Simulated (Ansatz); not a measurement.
**Interaction energy ladder**

The pair of NH3 (SMILES N, atoms 1–4) and CH2O (SMILES C=O, atoms 5–8), both closed shells, in one local arrangement (a lower one may exist), relaxed at PBE0-D4/def2-TZVP:

```xyz
8
angstrom
N 0.1499 -0.0286 -1.5321
H 0.2244 -0.8720 -2.0870
H -0.6377 -0.1502 -0.9027
H -0.0856 0.7236 -2.1674
C 0.0997 0.0843 1.6750
O -1.0340 -0.1455 1.3559
H 0.3889 0.1756 2.7410
H 0.8943 0.2127 0.9174
```

Program: Ansatz 0.2.0. Basis: def2-TZVPPD, with def2-QZVPPD for the basis limit. Cores are frozen in the correlated methods. B3LYP uses VWN-RPA correlation. Extrapolation: Hartree–Fock as exp(−7.88 √X), correlation as X^−2.97. Interaction energies count from these two fragments, frozen as in the pair, with the counterpoise correction; negative means bound.

**Question.** What is the interaction energy by CCSD(T) at an estimated basis limit (MP2 extrapolated from triple and quadruple zeta, plus CCSD(T) − MP2 in triple zeta)? (To be estimated.)

**Answer.** By the calculation: -3.75 kcal/mol. Hartree–Fock alone gives -2.06 kcal/mol at the basis limit. It counts from the two fragments frozen as in the pair.

The same quantity by other methods in triple zeta, and each one's difference from that estimate:
```csv
method,E_int (kcal/mol),difference
PBE-D4,-3.78,-0.03
revPBE-D4,-3.21,0.54
BLYP-D4,-3.35,0.40
r2SCAN-D4,-3.67,0.08
B97M-V,-3.65,0.09
PBE0-D4,-3.84,-0.09
B3LYP-D4,-3.68,0.07
HSE06-D4,-3.82,-0.07
wB97X-V,-3.76,-0.02
wB97M-V,-3.75,-0.01
B2PLYP,-2.99,0.76
HF,-2.06,1.68
MP2,-3.35,0.39
CCSD,-3.15,0.59
CCSD(T),-3.39,0.36
```
Differences are method less estimate.

**Question.** Which atoms make the shortest contact between the fragments?

**Answer.** H3 and O6, 2.29 Å apart.

Basis-set superposition shift (counterpoise-corrected less uncorrected): CCSD(T) 0.40; MP2 0.40; HF 0.05; PBE0-D4 0.08; wB97M-V 0.09 kcal/mol.

No T1 diagnostic of these runs exceeds 0.016.

For scale, one of the runs: CCSD(T)/def2-TZVPPD, 199 basis functions, launched by `ansatz run in.yaml --threads 2 --pin off --events-out ev --progress --plain --max-ram 5222MiB`. The run took 50 s on 2 CPU threads of an Arm Neoverse V1 (shared host), with 2.5 GiB of host memory at its peak.
